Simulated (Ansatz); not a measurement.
# CH7Si: the cost of one run

All numbers below are computed with Ansatz 0.2.0 (UKS PBE-D4/6-31G*).

### Step 1. The starting structure

Bond lengths: Si1–H3 1.460 Å, Si1–H4 1.459 Å, Si1–H5 1.459 Å, C6–H7 1.110 Å, C6–H8 1.110 Å, C6–H9 1.110 Å. Angles: H3–Si1–H4 109.5°, H3–Si1–H5 109.5°, H4–Si1–H5 109.5°, H7–C6–H8 109.4°, H7–C6–H9 109.4°, H8–C6–H9 109.4°.

Coordinates:

```xyz
9

Si    0.0000    0.0000    0.0000
H     0.0000    0.0000    1.7100
H     1.3768    0.0000   -0.4862
H    -0.6877    1.1914   -0.4862
H    -0.6877   -1.1914   -0.4862
C     0.0000    0.0000    3.1200
H    -0.5653   -0.8805    3.4905
H     1.0452   -0.0494    3.4905
H    -0.4798    0.9298    3.4905
```

### Step 2. A restrained relaxation towards end A

Springs on the bonds that form and break draw the guess towards this end; the thresholds are loose.

File input.yaml:

```yaml
crystal:
  periodic: [false, false, false]
  atoms:
    - { symbol: Si, position_ang: [0.0, 0.0, 0.0] }
    - { symbol: H, position_ang: [0.0, 0.0, 1.71] }
    - { symbol: H, position_ang: [1.3768, 0.0, -0.4862] }
    - { symbol: H, position_ang: [-0.6877, 1.1914, -0.4862] }
    - { symbol: H, position_ang: [-0.6877, -1.1914, -0.4862] }
    - { symbol: C, position_ang: [0.0, 0.0, 3.12] }
    - { symbol: H, position_ang: [-0.5653, -0.8805, 3.4905] }
    - { symbol: H, position_ang: [1.0452, -0.0494, 3.4905] }
    - { symbol: H, position_ang: [-0.4798, 0.9298, 3.4905] }
magnetization:
  spin_polarized: true
  initial_magnetization: 1
basis:
  gaussian: { orbitals: "6-31G*" }
hamiltonian:
  xc: pbe
  dispersion: d4
relax:
  f_tol: 0.15
  max_steps: 25
  restrain:
    - { distance: [1, 5], at: 2.31, k: 30.0 }
    - { distance: [0, 1], at: 1.46, k: 30.0 }
```

On the command line:

```bash
$ ansatz run input.yaml --threads 1 --pin off --max-ram 2048MiB --backend cpu --events-out ev --progress --plain --runs-dir out
```

What time and memory should one allow on 1 thread of Arm Neoverse V1, shared host?

About 12 s, with a peak of 0.12 GiB.
